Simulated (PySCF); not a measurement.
PySCF input (M06-2X/6-31G* (5d)):

```python
from pyscf import gto, dft

mol = gto.M(
    atom='''
    C    -0.01391223    1.10555582    0.01242075
    S     0.00131840   -0.69162862   -0.00793970
    H     1.03361851    1.42417014    0.04011488
    H    -0.50619286    1.49393861    0.90330915
    H    -0.46504668    1.51461421   -0.89091335
    ''',
    basis='6-31g*',
    charge=0,
    spin=1,
    verbose=4,
)

mf = dft.UKS(mol, xc='m062x')
mf.grids.level = 4
mf.conv_tol = 1e-9
mf.max_cycle = 100
mf.max_memory = 1500
mf.kernel()
if not mf.converged:
    mf = mf.newton()
    mf.kernel(mf.make_rdm1())
mo, _, stable, _ = mf.stability(return_status=True)
if not stable:
    mf.kernel(mf.make_rdm1(mo, mf.mo_occ))
    stable = mf.stability(return_status=True)[2]
mf.dip_moment()
```

Output:

```
PySCF version 2.14.0

[INPUT] verbose = 4
[INPUT] num. atoms = 5
[INPUT] num. electrons = 25
[INPUT] charge = 0
[INPUT] spin (= nelec alpha-beta = 2S) = 1
[INPUT] symmetry False subgroup None
[INPUT] Mole.unit = angstrom
[INPUT] Symbol           X                Y                Z      unit          X                Y                Z       unit  Magmom
[INPUT]  1 C     -0.013912230000   1.105555820000   0.012420750000 AA   -0.026290304482   2.089197715219   0.023471815762 Bohr   0.0
[INPUT]  2 S      0.001318400000  -0.691628620000  -0.007939700000 AA    0.002491414923  -1.306988671711  -0.015003858511 Bohr   0.0
[INPUT]  3 H      1.033618510000   1.424170140000   0.040114880000 AA    1.953255901181   2.691291519383   0.075806136720 Bohr   0.0
[INPUT]  4 H     -0.506192860000   1.493938610000   0.903309150000 AA   -0.956565871610   2.823134819813   1.707006899314 Bohr   0.0
[INPUT]  5 H     -0.465046680000   1.514614210000  -0.890913350000 AA   -0.878810860338   2.862206041274  -1.683582232219 Bohr   0.0

nuclear repulsion = 48.4740273941052
number of shells = 20
number of NR pGTOs = 90
number of NR cGTOs = 38
basis = 6-31g*
ecp = {}

******** <class 'pyscf.dft.uks.UKS'> ********
method = UKS
initial guess = minao
damping factor = 0
level_shift factor = 0
DIIS = <class 'pyscf.scf.diis.CDIIS'>
diis_start_cycle = 1
diis_space = 8
diis_damp = 0
SCF conv_tol = 1e-09
SCF conv_tol_grad = None
SCF max_cycles = 100
direct_scf = True
direct_scf_tol = 1e-13
number electrons alpha = 13  beta = 12
XC library pyscf.dft.libxc version 7.1.2
    S. Lehtola, C. Steigemann, M. J. T. Oliveira, and M. A. L. Marques,  SoftwareX 7, 1–5 (2018)
XC functionals = m062x
    Y. Zhao and D. G. Truhlar,  Theor. Chem. Acc. 120, 215 (2008)
    Y. Zhao and D. G. Truhlar,  Theor. Chem. Acc. 120, 215 (2008)
radial grids:
    Treutler-Ahlrichs [JCP 102, 346 (1995); DOI:10.1063/1.469408] (M4) radial grids

becke partition: Becke, JCP 88, 2547 (1988); DOI:10.1063/1.454033
pruning grids: <function nwchem_prune>
grids dens level: 4
symmetrized grids: False
atomic radii adjust function: <function treutler_atomic_radii_adjust>
small_rho_cutoff = 0
Set gradient conv threshold to 3.16228e-05
tot grids = 104424
init E= -437.967804595426
  alpha nocc = 13  HOMO = -0.270800385780998  LUMO = 0.0260322842889353
  beta  nocc = 12  HOMO = -0.273924461700176  LUMO = -0.270800385780997

WARN: HOMO -0.270800385780998 >= LUMO -0.270800385780997

cycle= 1 E= -437.973590924526  delta_E= -0.00579  |g|= 0.107  |ddm|= 1.42
  alpha nocc = 13  HOMO = -0.277758272643368  LUMO = 0.101630377466698
  beta  nocc = 12  HOMO = -0.262200018062523  LUMO = -0.097087313925118
  HOMO = -0.262200018063  LUMO = -0.0970873139251  gap/eV = 4.49295
cycle= 2 E= -437.984777825806  delta_E= -0.0112  |g|= 0.0606  |ddm|= 0.259
  alpha nocc = 13  HOMO = -0.300989282955523  LUMO = 0.100546298840037
  beta  nocc = 12  HOMO = -0.283789562899081  LUMO = -0.110539132984231
  HOMO = -0.283789562899  LUMO = -0.110539132984  gap/eV = 4.71438
cycle= 3 E= -437.987243127095  delta_E= -0.00247  |g|= 0.0226  |ddm|= 0.11
  alpha nocc = 13  HOMO = -0.300872487767933  LUMO = 0.099650299616159
  beta  nocc = 12  HOMO = -0.282717936937617  LUMO = -0.105274070793566
  HOMO = -0.282717936938  LUMO = -0.105274070794  gap/eV = 4.82849
cycle= 4 E= -437.987675128368  delta_E= -0.000432  |g|= 0.00799  |ddm|= 0.0272
  alpha nocc = 13  HOMO = -0.299369437828551  LUMO = 0.102039211391231
  beta  nocc = 12  HOMO = -0.280721141752399  LUMO = -0.101717878153531
  HOMO = -0.280721141752  LUMO = -0.101717878154  gap/eV = 4.87093
cycle= 5 E= -437.987741846106  delta_E= -6.67e-05  |g|= 0.00212  |ddm|= 0.0126
  alpha nocc = 13  HOMO = -0.300175549251722  LUMO = 0.101430892217702
  beta  nocc = 12  HOMO = -0.281321084578904  LUMO = -0.102101640212288
  HOMO = -0.281321084579  LUMO = -0.102101640212  gap/eV = 4.87681
cycle= 6 E= -437.987747590991  delta_E= -5.74e-06  |g|= 0.0005  |ddm|= 0.00414
  alpha nocc = 13  HOMO = -0.300059609551333  LUMO = 0.101478878630545
  beta  nocc = 12  HOMO = -0.2811793477251  LUMO = -0.101984805575028
  HOMO = -0.281179347725  LUMO = -0.101984805575  gap/eV = 4.87613
cycle= 7 E= -437.987747879003  delta_E= -2.88e-07  |g|= 0.000137  |ddm|= 0.000929
  alpha nocc = 13  HOMO = -0.300081028224156  LUMO = 0.101473431346705
  beta  nocc = 12  HOMO = -0.281188195227884  LUMO = -0.101986772023578
  HOMO = -0.281188195228  LUMO = -0.101986772024  gap/eV = 4.87632
cycle= 8 E= -437.98774791224  delta_E= -3.32e-08  |g|= 3.52e-05  |ddm|= 0.000363
  alpha nocc = 13  HOMO = -0.300082413446612  LUMO = 0.101471672618944
  beta  nocc = 12  HOMO = -0.281187273901149  LUMO = -0.101988266341437
  HOMO = -0.281187273901  LUMO = -0.101988266341  gap/eV = 4.87625
cycle= 9 E= -437.987747916185  delta_E= -3.95e-09  |g|= 1.36e-05  |ddm|= 0.00013
  alpha nocc = 13  HOMO = -0.300082637060283  LUMO = 0.101471399921613
  beta  nocc = 12  HOMO = -0.281186720887107  LUMO = -0.10198852181341
  HOMO = -0.281186720887  LUMO = -0.101988521813  gap/eV = 4.87623
cycle= 10 E= -437.987747916838  delta_E= -6.53e-10  |g|= 4.33e-06  |ddm|= 5.59e-05
  alpha nocc = 13  HOMO = -0.300082522559998  LUMO = 0.10147164210006
  beta  nocc = 12  HOMO = -0.281186612086152  LUMO = -0.101988459335504
  HOMO = -0.281186612086  LUMO = -0.101988459336  gap/eV = 4.87623
Extra cycle  E= -437.987747916898  delta_E= -5.96e-11  |g|= 2.73e-06  |ddm|= 1.23e-05
converged SCF energy = -437.987747916898  <S^2> = 0.75264381  2S+1 = 2.0026421
uhf_internal: lowest eigs of H = [0.00364332 0.27643339 0.42332906]
<class 'pyscf.dft.uks.UKS'> wavefunction is stable in the internal stability analysis
Dipole moment(X, Y, Z, Debye):  0.07966,  1.75757,  0.02207
```

The geometry given is a B3LYP-D3(BJ)/def2-TZVP minimum.
